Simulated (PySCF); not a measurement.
Cartesian coordinates (Å):
SMILES: [SiH3]
```xyz
4

Si    -0.0006    -0.0015     0.3377
H     -0.5297     1.3138    -0.1077
H      1.4025    -0.1972    -0.1111
H     -0.8722    -1.1150    -0.1189
```
Charge 0, spin multiplicity 2.

Question: What dipole moment, total energy and highest occupied spin orbital does PBE-D3(BJ)/def2-TZVP // PBE0-D4/def2-TZVP (PySCF 2.14.0) give?

Answer: 
```yaml
dipole_moment: 0.03 D
total_energy: -291.0777 Ha
highest_occupied_spin_orbital: -5.32 eV
```
